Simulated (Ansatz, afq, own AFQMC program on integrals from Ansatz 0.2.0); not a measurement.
# C, triplet → C⁺, doublet, worked out

A free C atom.

Both states at this geometry.

Basis aug-cc-pVDZ. Only valence electrons are correlated. Integrals, coupled cluster, full CI and functionals: Ansatz 0.2.0; the random walks run on the same integrals in our own AFQMC program. ph-AFQMC/CISD is guided by a CISD state made of CCSD amplitudes; releasing the constraint for a short imaginary time cuts its bias at the price of noise, slowly where states lie close. ± is one standard error of the sampling.

Total energies in eV. CBS is CCSD(T) at the limit of def2-TZVPP/QZVPP (extrapolated itself); the highest rung of each member is named.

Cautions: C (triplet): full CI with its own frozen core; C⁺ (doublet): full CI with its own frozen core.

```json
{"member": "C⁺, doublet", "count": "+1", "CCSD(T)/aug-cc-pVDZ": "-1016.5683", "highest rung in aug-cc-pVDZ": "-1016.5743", "which": "FCI", "CCSD(T)/CBS": "-1017.0853"}
{"member": "C, triplet", "count": "-1", "CCSD(T)/aug-cc-pVDZ": "-1027.6343", "highest rung in aug-cc-pVDZ": "-1027.6447", "which": "FCI", "CCSD(T)/CBS": "-1028.3113"}
```

Problem. Work out the best estimate of the vertical ionization energy: the CCSD(T)/CBS difference plus the step from CCSD(T) to the highest rung.

Solution. Sums with the counts: CCSD(T)/CBS 11.2260 eV, highest rung 11.0704 eV, CCSD(T)/aug-cc-pVDZ 11.0660 eV. The step is 11.0704 − 11.0660 = 0.0044 eV, so the best estimate is 11.2260 + (0.0044) = 11.2304 eV. The basis set is worth 0.160 eV of it. Zero-point, core-correlation and spin–orbit terms aren't in it.

Best estimates are given only where the step beyond CCSD(T) is under 0.3 eV and no member's determinant is very poor (T1 over 0.05, or 0.07 for open shells, ⟨S²⟩ too high by 0.3, two states mixed), so the hardest cases are missing from such tables.

Each member of a difference takes its own highest rung, so a best estimate needn't equal the limit plus the step of one row.
